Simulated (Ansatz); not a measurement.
Consider the formal loss of a carbene: `C=NC(=C)C` → `C=CN=C` + `[CH2]` (triplet).

Calculated with Ansatz (gas phase, PBE0-D4/def2-TZVP geometries, no zero-point term in ΔE). CCSD(T)/CBS is the MP2 limit (def2-TZVPP, def2-QZVPP) plus CCSD(T) − MP2 in def2-TZVPP, frozen cores. This one scheme is used for every species. Functionals use def2-TZVPP. Triplets are unrestricted, without spin–orbit coupling. One conformer a species, not always the lowest.

| level | ΔE (kcal/mol) |
| --- | --- |
| PBE-D4 | 108.4 |
| PBE0 | 104.9 |
| HF/def2-TZVPP | 70.9 |
| HF/def2-QZVPP | 70.9 |

Q: What does CCSD(T)/CBS give? (Best estimate.)

A: The calculation gave: +107.0 kcal/mol. The listed levels differ from it by 1.4, -2.1, -36.1, -36.1 kcal/mol.

Largest T1 diagnostic among the species: 0.012.

In def2-TZVPP, CCSD(T) changes the Hartree–Fock value by +33.4 kcal/mol (the triples alone add +2.7 kcal/mol) and MP2 by +37.4 kcal/mol. From PBE to PBE0 (25 % exact exchange), in def2-TZVPP and without D4, ΔE moves by −1.6 kcal/mol. The D4 term adds +2.9 kcal/mol with B3LYP and +1.6 kcal/mol with PBE0; it sums over pairs of atoms, weighted by their polarisabilities, and B3LYP, whose exchange is more repulsive, gets the larger term.

B3LYP here is the variant with VWN-RPA as its local correlation; programs differ in this.
